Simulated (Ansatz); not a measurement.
Gas-phase electronic energies from Ansatz, PBE0-D4/def2-TZVP geometries. CCSD(T)/CBS adds triple-zeta CCSD(T) − MP2 to the extrapolated MP2 energy (def2 sets, frozen cores). This one scheme is used for every species. Functionals use def2-TZVPP. B3LYP here is the variant with VWN-RPA as its local correlation; programs differ in this.

Consider the difluorocarbene loss: hexafluoroethane → tetrafluoromethane + `F[C]F`.

CCSD(T)/CBS gives +2.36 eV.

Task: Another level gave +2.36 eV. Which?
A. B3LYP/def2-TZVPP
B. HF/def2-TZVPP
C. LC-ωPBE/def2-TZVPP
D. SCS-MP2/def2-TZVPP

Result: D. SCS-MP2/def2-TZVPP 2.36, HF/def2-TZVPP 1.99, B3LYP 2.21, LC-ωPBE 2.48 eV.

Largest T1 diagnostic among the species: 0.017.

Leaving LDA and LC-ωPBE aside and taking each functional with its dispersion term where it has one, the values, not all of them listed here, spread over 0.39 eV, from BLYP-D4 to r2SCAN0-D4. LDA lies +0.60 eV from PBE without D4. In def2-TZVPP, CCSD(T) changes the Hartree–Fock value by +0.30 eV (the triples alone add +0.00 eV) and MP2 by +0.48 eV. From BLYP to BHLYP (50 % exact exchange), in def2-TZVPP and without D4, ΔE moves by +0.32 eV.
